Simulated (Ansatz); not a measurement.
**CH4N (quartet): wave-function methods side by side at distance C1–H5 along a hydrogen transfer = 1.090 Å, cc-pVDZ**

One table from this session's results is given with a row withheld; the runs are named, their logs left out.

Computed with Ansatz 0.2.0, Gaussian basis. Level: cc-pVDZ, core rule «outside noble gas», up to 2 orbitals frozen.

Plan: UHF; CCSD(T) on ROHF; CCSD(T) on UHF; BCCD(T) on ROHF; CISD; CCSDT(Q) on ROHF; CCSDT(Q) on UHF; CASSCF and MRCISD+Q, 5 electrons in 5 orbitals; CASSCF and NEVPT2, 5 electrons in 5 orbitals.

5 further runs of the same task are left out: 3 that didn't finish, 2 set aside as unsound or not needed.

## The geometry

The geometry derives from fragments relaxed apart (PBE0/def2-TZVP) and kept rigid, so it is no stationary point. A hydrogen atom is moved between rigid fragments.

6 atoms, charge 0, spin multiplicity 4.

Atoms are counted from 1 here; the program's logs count them from 0.

Bond lengths: C1–H2 1.090 Å, C1–H3 1.090 Å, C1–H4 1.090 Å, C1–H5 1.090 Å. Angles: H2–C1–H3 109.5°, H2–C1–H4 109.5°, H2–C1–H5 109.5°, H3–C1–H4 109.5°, H3–C1–H5 109.5°, H4–C1–H5 109.5°.

Set-up of the first run:

The input, in.yaml:

```yaml
crystal:
  periodic: [false, false, false]
  atoms:
    - {symbol: C, position_ang: [-1.257608, 0.000000, 0.000000]}
    - {symbol: H, position_ang: [-1.620814, 1.027301, 0.000000]}
    - {symbol: H, position_ang: [-1.620814, -0.513650, 0.889668]}
    - {symbol: H, position_ang: [-1.620814, -0.513650, -0.889669]}
    - {symbol: H, position_ang: [-0.167992, 0.000000, 0.000000]}
    - {symbol: N, position_ang: [1.440392, 0.000000, 0.000000]}
basis:
  gaussian: {orbitals: cc-pVDZ}
magnetization: {spin_polarized: true, initial_magnetization: 3}
hamiltonian: {xc: hf}
output: {orbitals: {seedname: orbitals}}
```

Launch:

```bash
$ ansatz run in.yaml --threads 1 --pin off --events-out ev --progress --plain --max-ram 2393MiB
```

Steps of the session up to this table: UHF; CCSD(T) on ROHF; CCSD(T) on UHF; BCCD(T) on ROHF; CISD; CCSDT(Q) on ROHF; CCSDT(Q) on UHF; CASSCF and MRCISD+Q, 5 electrons in 5 orbitals; CASSCF and NEVPT2, 5 electrons in 5 orbitals.

One table of the session follows, with a row left open; its other results are not shown here.

| method | from UCCSDT(Q) (kcal/mol) |
| --- | --- |
| ROHF | +180.31 |
| UHF | +177.86 |
| RMP2 | +28.77 |
| UMP2 | +28.34 |
| CISD | +15.94 |
| RCCSD | +3.74 |
| UCCSD | +3.68 |
| RCCSD(T) | +0.56 |
| UCCSD(T) | +0.52 |
| BCCD(T) | +0.56 |
| RCCSDT | +0.18 |
| UCCSDT | +0.13 |
| RCCSDT(Q) | +0.05 |
| UCCSDT(Q) | 0 |
| CASSCF pair | ? |
| NEVPT2 pair | +29.24 |
| MRCISD pair | +14.57 |
| MRCISD+Q pair | +0.74 |

**Question.** Estimate the row for CASSCF pair.

The run gave: from UCCSDT(Q) (kcal/mol): +170.73. In the column «from UCCSDT(Q) (kcal/mol)» it lies between NEVPT2 pair (+29.24) and UHF (+177.86).

To keep in mind: Restricted and unrestricted rows rest on different reference determinants; where their highest levels disagree by more than a few hundredths of an eV, they describe different states and don't form one ladder.
